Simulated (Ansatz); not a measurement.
Level of theory: frozen-core CCSD(T)/def2-TZVPP // B3LYP-D3(BJ)/def2-SVP run with Ansatz (an electronic-structure program).

Ansatz 0.2 input:
```yaml
crystal:
  periodic: [false, false, false]
  atoms:
    - { symbol: C, position_ang: [-1.381693, 0.000705, 0.097553] }
    - { symbol: S, position_ang: [0.05455, -0.601184, 1.035749] }
    - { symbol: C, position_ang: [1.38361, -0.021824, -0.061166] }
    - { symbol: H, position_ang: [-2.281153, -0.287449, 0.660165] }
    - { symbol: H, position_ang: [-1.364998, 1.097475, -0.003608] }
    - { symbol: H, position_ang: [-1.429287, -0.457756, -0.902933] }
    - { symbol: H, position_ang: [2.336732, -0.325071, 0.395114] }
    - { symbol: H, position_ang: [1.308975, -0.480064, -1.060099] }
    - { symbol: H, position_ang: [1.373263, 1.075168, -0.160775] }
basis:
  gaussian: { orbitals: def2-TZVPP }
correlation:
  method: ccsd_t
```

Output:

```
Functional definition: HF
1073 factors; integrals over basis functions are off by at most 9.0e-4 eV
mean field evaluation 1: about -12972.4858 eV, gradient 2.4e1 eV
mean field evaluation 2: about -12972.6477 eV, gradient 2.4e1 eV
mean field evaluation 4: about -12974.2948 eV, gradient 2.9e0 eV
mean field evaluation 8: about -12974.3249 eV, gradient 1.3e-1 eV
mean field evaluation 16: about -12973.9349 eV, gradient 8.2e0 eV
mean field -12974.32498766 eV, -476.7976489831 hartree, gradient 2.5e-6 eV, S^2 0.000000; 0 other end points of the search recorded, 0 dependent functions left out
7 core orbitals not correlated
reference -12974.32498766 eV, -476.7976489831 hartree; 10, 10 occupied and 171, 171 virtual orbitals, 1073 factors
second order -14.65054875 eV of doubles, -0.00000000 eV of singles
cycle   1  -15.37979968 eV  change   -7.3e-1 eV  update   7.7e-2
cycle   2  -15.77226656 eV  change   -3.9e-1 eV  update   2.2e-2
cycle   3  -15.82526828 eV  change   -5.3e-2 eV  update   8.1e-3
cycle   4  -15.82395323 eV  change    1.3e-3 eV  update   1.9e-3
cycle   5  -15.82408783 eV  change   -1.3e-4 eV  update   5.8e-4
cycle   6  -15.82408045 eV  change    7.4e-6 eV  update   1.8e-4
cycle   7  -15.82405788 eV  change    2.3e-5 eV  update   5.5e-5
cycle   8  -15.82406585 eV  change   -8.0e-6 eV  update   2.1e-5
perturbative correction -0.64741872 eV, -0.0237921992 hartree
Total energy: -12990.79647223 eV, -477.4029648762 hartree
```

Cost: very roughly 30 core-seconds.
